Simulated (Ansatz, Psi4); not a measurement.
## Worked example: the enthalpy of formation of C2N2 (bisisocyanide)

The species is C2N2 (4 atoms), meant as a singlet with charge 0. As SMILES, `[C-]#[N+][N+]#[C-]`. The shape is that of a PBE0-D4/def2-TZVP optimisation.

Total energies at wB97M-V/cc-pVTZ (Psi4 1.11); the atoms run unrestricted:

```tsv
species	state	energy (Eh)
C2N2	singlet	-185.563489
C	triplet	-37.845350
N	quartet	-54.590005
```

Harmonic wavenumbers at PBE0-D4/def2-TZVP, in cm⁻¹: 211, 211, 389, 389, 1002, 2103, 2329.

Measured heats of formation of the gaseous atoms at 298.15 K, in kJ/mol: C 716.9, N 472.4. Take 1 Eh = 2625.50 kJ/mol, 1 cm⁻¹ = 0.0119627 kJ/mol, RT = 2.479 kJ/mol.

Question: What heat of formation follows?

Answer: 
1. Electronic atomisation energy: 2 × (-37.845350) + 2 × (-54.590005) − (-185.563489) = 0.692779 Eh = 1818.9 kJ/mol.
2. Zero-point energy: half the sum of the wavenumbers, 3317 cm⁻¹ = 39.7 kJ/mol.
3. Thermal vibrational enthalpy, Σ hcν̃/(exp(hcν̃/kT) − 1): 4.6 kJ/mol. Translation, rotation and pV of a linear molecule: 3.5 RT = 8.7 kJ/mol.
4. The 4 free atoms carry 5/2 RT each: 24.8 kJ/mol.
5. Atomisation enthalpy at 298 K: 1818.9 − 39.7 − 4.6 − 8.7 + 24.8 = 1790.7 kJ/mol.
6. Sum of the atoms' heats of formation: 2378.6 kJ/mol. Heat of formation: 2378.6 − 1790.7 = +587.9 kJ/mol.

The tabulated value is +613.0 kJ/mol (Active Thermochemical Tables), so this level is off by -25.1 kJ/mol, or 1.4 % of the atomisation enthalpy that the table implies (1765.6 kJ/mol). Anharmonicity and any spin-orbit splitting of the molecule are left out.
